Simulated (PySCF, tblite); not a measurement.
Bond stretch in CH4, SMILES C. The C1–H5 bond (C1 also carries H, H, H; H5 carries nothing else) is varied alone, starting from the PBE0/def2-TZVP optimised geometry.

Levels of theory: UKS-BHandHLYP = PySCF 2.14.0 with unrestricted BHandHLYP/6-31G; GFN2-xTB, 300 K electronic temperature (tblite); RMP2 = MP2 on RHF/6-31G, 1 core orbital frozen in PySCF; UCCSD = PySCF with CCSD on UHF/6-31G, 1 core orbital frozen; UHF/6-31G (PySCF).

Energies are in kcal/mol, each relative to the lowest point of its own curve near equilibrium.

```tsv
R / Å	UKS-BHandHLYP	GFN2-xTB	RMP2	UCCSD	UHF
0.88	26.5	25.0	28.9	29.4	26.4
0.92	15.7	14.5	17.5	18.0	15.5
0.97	6.8	6.1	8.0	8.4	6.7
1.04	0.9	0.7	1.4	1.5	0.8
1.09	0.0	0.0	0.0	0.0	0.0
1.13	0.8	0.8	0.4	0.3	0.9
1.15	1.6	1.5	1.1	0.8	1.7
1.21	5.2	4.9	4.2	3.7	5.5
1.27	10.2	9.5	8.8	8.0	10.7
1.36	19.4	17.7	17.4	16.0	20.2
1.46	30.9	27.9	28.3	26.0	32.1
1.63	51.2	45.8	47.6	43.4	53.3
1.78	68.6	61.1	64.0	57.9	68.6
1.96	86.8	77.8	82.0	73.1	79.2
2.16	99.7	93.6	99.3	86.4	85.6
2.38	107.7	107.8	115.0	96.6	89.1
2.64	112.7	120.3	129.1	103.3	91.0
2.93	115.4	129.7	139.4	106.1	92.0
3.26	116.7	136.2	145.1	107.1	92.4
3.78	117.5	140.3	142.6	107.5	92.6
```

At the longest distance, 3.78 Å, RMP2 lies highest above its minimum (142.6 kcal/mol) and UHF lowest (92.6 kcal/mol).

The unrestricted determinant behind UKS-BHandHLYP is spin-contaminated at 1.96 to 3.78 Å (<S²> up to 1.0, against 0.00 for a pure singlet). The restricted form behind RMP2 keeps the bonding electrons paired and can't separate into open-shell fragments. The T1 diagnostic of CCSD on the restricted reference of RMP2 exceeds 0.045 at 2.64 to 3.78 Å. The unrestricted determinant behind UCCSD, UHF is spin-contaminated at 1.78 to 3.78 Å (<S²> up to 1.0, against 0.00 for a pure singlet).
